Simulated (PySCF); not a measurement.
Compound: diacetylene, C₄H₂.
InChI=1S/C4H2/c1-3-4-2/h1-2H

Computed with BHandHLYP/6-31+G* geometry optimisation, gas phase in PySCF.

Masses are those of the commonest isotopes; rigid-rotor values at the optimised geometry. 

Task: What are the moment of inertia and the rotational constant?

Result: I = 114.161 u·Å², B = 505379 MHz·u·Å²/I = 4427 MHz (0.1477 cm⁻¹, or 0.212 K as hB/k).

Task: List the first levels of a rigid rotor in a Σ state.

Result: E(J) = BJ(J+1): J = 1: 0.295, J = 2: 0.886, J = 3: 1.772, J = 4: 2.953, J = 5: 4.430, J = 6: 6.202 cm⁻¹.

Task: Has it a pure rotational spectrum?

Result: Not by electric dipole: D∞h allows no dipole (computed 0.00 D). Rotational Raman lines (ΔJ = 2) lie at B(4J + 6), spaced by 4B = 0.591 cm⁻¹, with nuclear-spin weights that differ between even and odd J.

Not checked by BHandHLYP/6-31+G* frequencies. These are rigid-rotor constants of the computed structure; measured ground-state constants (B0) also hold zero-point vibration.
